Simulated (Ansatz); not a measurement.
The end point of a relaxation of AlAs. Space group F-43m (No. 216), zinc blende type. Computed with PBEsol (plane waves to 420 eV, PAW, scalar-relativistic; Ansatz, an electronic-structure program).

```cif
data_AlAs
_chemical_formula_sum 'Al1 As1'
_space_group_name_H-M_alt 'P 1'
_space_group_IT_number 1
_cell_length_a 4.01242
_cell_length_b 4.01242
_cell_length_c 4.01242
_cell_angle_alpha 60.000
_cell_angle_beta 60.000
_cell_angle_gamma 60.000
loop_
_space_group_symop_operation_xyz
  'x, y, z'
loop_
_atom_site_label
_atom_site_type_symbol
_atom_site_fract_x
_atom_site_fract_y
_atom_site_fract_z
_atom_site_occupancy
Al1 Al 0.25000 0.25000 0.25000 1
As1 As 0.00000 0.00000 0.00000 1
```

* **Volume per atom**: 22.84 Å³
* **Band gap**: 1.34 eV, indirect (valence top at Γ, conduction bottom at X) (no spin-orbit coupling)
* **Smallest direct gap**: 1.91 eV at Γ
* **Shortest distances**: Al–As 2.46 Å
* **k-mesh**: 10×10×10

No spin polarisation in the result.

Measured for AlAs: a 5.649 Å (static lattice; corrected from measurement; as listed in Daniel Mejia-Rodriguez, S. B. Trickey, Phys. Rev. B (2018)); gap 2.28 eV (static lattice; corrected from measurement; as listed in Wei Chen et al., Physical Review Materials (2018)). Computed minus measured — a: PBEsol +0.5 %; gap: PBEsol -0.94 eV. The computed values are for a static lattice, and a measured gap can be an optical one, lowered by exciton binding.

The run could not lose the symmetry of its start.

All atoms sit on sites fixed by symmetry, so only the cell could relax.
